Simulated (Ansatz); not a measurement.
Relaxing LiBe₃

All numbers below come from Ansatz, DFT PBE, scalar-relativistic, plane waves, PAW. Cutoff 420 eV, Γ-centred k mesh, Gaussian smearing, no spin polarisation in the final step.

The start puts LiBe₃ on the Ni3Sn (D0_19) structure type (P6_3/mmc, No. 194), with Li in place of Sn, Be in place of Ni, at a guessed volume.

```
Li Be
1.0
     4.66864    0.00000    0.00000
    -2.33432    4.04316    0.00000
     0.00000    0.00000    3.74730
Li Be
2 6
Direct
  0.33333 0.66667 0.25000
  0.66667 0.33333 0.75000
  0.83300 0.66600 0.25000
  0.16700 0.83300 0.75000
  0.33400 0.16700 0.25000
  0.16700 0.33400 0.75000
  0.83300 0.16700 0.25000
  0.66600 0.83300 0.75000
```

Cell and atoms relax at zero pressure; the relaxation can't lower the symmetry of the start. After a coarse first stage the cell is made exact in the group found at 0.06 Å.

Formation energies are uncorrected and refer to the elements' standard structures at the same level.

**Question.** What does it relax into?

**Answer.** It keeps P6_3/mmc (No. 194). The result has the Ni3Sn (D0_19) structure. Conventional cell: a = 4.794 Å, c = 3.726 Å. Li has 12 Be at 2.37–2.40 Å; around Be lie 6 Be at 2.27–2.28 Å, 4 Li at 2.37–2.40 Å and 2 Be at 2.52 Å.

```xyz
8
Lattice="4.7939 0.0000 0.0000 -2.3969 4.1516 0.0000 0.0000 0.0000 3.7260" Properties=species:S:1:pos:R:3 pbc="T T T"
Li    0.0000    2.7678    0.9315
Li    2.3969    1.3839    2.7945
Be    2.3969    2.8409    0.9315
Be   -1.2618    3.4963    2.7945
Be    1.1351    0.6554    0.9315
Be    0.0000    1.3107    2.7945
Be    3.6588    0.6554    0.9315
Be    1.2618    3.4963    2.7945
```

**Question.** What are its volume, energy, density and gap?

**Answer.** The volume per atom is 9.27 Å³, the density is 1.52 g/cm³ and the energy over the elements is 0.19 eV/atom. The gap on the 12×12×10 mesh is 0 eV (a metal).

The final run used a 12×12×10 mesh on its 8-atom cell and 0.10 eV smearing. The k mesh leaves about 4 meV/atom of noise in metals. A structure relaxed within its symmetry needn't be a true minimum. The steps took roughly 30 core-seconds in all.

Cost: 3 runs of about 0.57 core-minutes in all, on Intel Xeon 6975P-C (Granite Rapids) (shared hosts).